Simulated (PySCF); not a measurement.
**Computed and reference excited states of glyoxal (`O=CC=O`)**

Published values to compare with (the computed states carry no symmetry labels, so the two lists aren't matched line by line):

| state | E (eV) | f | kind of transition | source |
| --- | --- | --- | --- | --- |
| 3Au(n→π*) | 2.49 |  | vertical absorption | [1] |
| 3Au(n→π*) | 2.50 |  | band maximum or as reported | [2] |
| 1Au(S1) | 2.72 |  | 0-0 transition | [3] |
| 1Au(n→π*) | 2.80 |  | band maximum or as reported | [2] |
| 1Au(n→π*) | 2.88 | 0.000 | vertical absorption | [1] |
| 3Bg(n→π*) | 3.89 |  | vertical absorption | [1] |
| 1Bg(n→π*) | 4.24 |  | vertical absorption | [1] |
| 3Bu(π→π*) | 5.15 |  | vertical absorption | [1] |
| 1Ag(double) | 5.61 | 0.000 | vertical absorption | [1] |
| 3Ag(π→π*) | 6.30 |  | vertical absorption | [1] |
| 1Bg(n→π*) | 6.57 |  | vertical absorption | [1] |
| 1Bu(n→3p) | 7.71 | 0.095 | vertical absorption | [1] |

[1] computed, theoretical best estimate (aug-cc-pVTZ, frozen core, CC3 geometry), gas; Veril, Scemama, Caffarel, Lipparini, Boggio-Pasqua, Jacquemin, Loos, WIREs Comput. Mol. Sci. 2021, 11, e1517 (QUESTDB)
[2] measured, gas; Loos, Lipparini, Boggio-Pasqua, Scemama, Jacquemin (2019), arXiv:1912.04173, literature columns
[3] measured, gas; Analytical gradients for NEO-TDDFT (2021), arXiv:2105.05191, experiment column

Species: glyoxal, C2H2O2.
Z-matrix (Å and degrees, GFN2-xTB geometry), rows numbered from 1:
```
O 
C   1  1.1970
C   2  1.5171  1  123.08
O   3  1.1970  2  123.20  1   179.86
H   2  1.1043  1  123.19  3  -179.99
H   3  1.1043  2  113.58  1    -0.12
```

The calculation used PySCF, TDDFT wB97X-D/def2-SVPD, vertical, gas phase, core orbitals frozen in the response.

Computed singlets: 2.72 eV (f 0.000); 4.35 eV (f 0.000); 6.64 eV (f 0.000); 8.13 eV (f 0.001); 8.13 eV (f 0.001); 8.14 eV (f 0.325); 8.26 eV (f 0.000); 8.38 eV (f 0.150). Computed triplets (Tamm–Dancoff): 2.18, 3.73, 5.13 eV.

How does the lowest computed singlet compare with the best estimate listed for the lowest singlet (vertical absorption)?

2.72 eV against 2.88 eV for 1Au(n→π*) [1]: a difference of -0.16 eV. Geometry and basis of the two calculations needn't be the same.

How does the lowest computed triplet compare with the best estimate listed for the lowest triplet (vertical absorption)?

2.18 eV against 2.49 eV for 3Au(n→π*) [1]: a difference of -0.31 eV. Geometry and basis of the two calculations needn't be the same.

Adiabatic (Te) and 0-0 energies refer to the relaxed excited state and aren't the vertical quantity computed here.

A measured band maximum holds vibronic effects and, in solution, solvent shifts, so it needn't equal the vertical energy.

States of double-excitation character are out of reach of adiabatic linear-response TDDFT and have no counterpart, or a poor one, in the computed list.

One conformer stands for the species.
